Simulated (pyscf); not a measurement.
**Substitution at O: CH₃• (SMILES [CH3]) + H₃C–OH (SMILES CO) → H₃C–OH (SMILES CO) + CH₃• (SMILES [CH3])**

Gas phase, doublet surface, charge 0. Bonds broken: O2–C7. Bonds formed: C1–O2. PySCF, gas phase, ωB97X-D3(BJ)/def2-SVP geometries.

Transition state (Å):

```xyz
10

C     -2.1728    -0.7800     0.4703
O     -0.8094     0.2341    -0.1280
H     -1.7647    -1.7820     0.3111
H     -3.0358    -0.5531    -0.1660
H     -2.3117    -0.5273     1.5277
H     -1.1961     1.1107     0.0226
C      0.7772     0.7420    -0.8136
H      0.5587     1.2994    -1.7316
H      1.2814     1.3290    -0.0374
H      1.2407    -0.2319    -0.9943
```

One imaginary mode, 1164i cm⁻¹; descent along it reached the two sides named.

```
bond   change  reactant side (Å)  saddle  product side
-----  ------  -----------------  ------  ------------
O2–C7  breaks              1.406   1.801           3.3
C1–O2   forms                3.2   1.801         1.413
```

Electronic energies relative to the separated reactants (eV):

```csv
level,barrier,reaction energy,reverse barrier
ωB97X-D3(BJ)/def2-TZVP,1.88,0.00,1.88
PBE/def2-TZVP,1.34,0.00,1.34
r²SCAN/def2-TZVP,1.55,0.00,1.55
B3LYP-D3(BJ)/def2-TZVP,1.60,0.00,1.60
PBE0-D3(BJ)/def2-TZVP,1.71,0.00,1.71
M06-2X/def2-TZVP,1.88,0.00,1.88
ωB97M-D3(BJ)/def2-TZVP,1.83,0.00,1.83
HF/def2-TZVP,2.73,0.00,2.73
```

With ωB97M-D3(BJ)/def2-TZVP energies and thermal terms (ideal gas, 1 atm, RRHO with modes under 100 cm⁻¹ raised to 100, one conformer, R ln 2 for chiral ones without a mode under 150 cm⁻¹), in eV:

```
T (K)   ΔH‡   ΔG‡    ΔH    ΔG
-----  ----  ----  ----  ----
298    1.83  2.23  0.00  0.00
600    1.86  2.62  0.00  0.00
900    1.89  2.99  0.00  0.00
1200   1.92  3.36  0.00  0.00
```

The same reactants have a lower exit, to H₃C–O• + CH₄ (barrier +0.46 eV at ωB97M-D3(BJ)/def2-TZVP, against +1.83 eV here). This is the saddle that the search found; another between the same sides may lie lower. The angle at the attacked O is 162°.
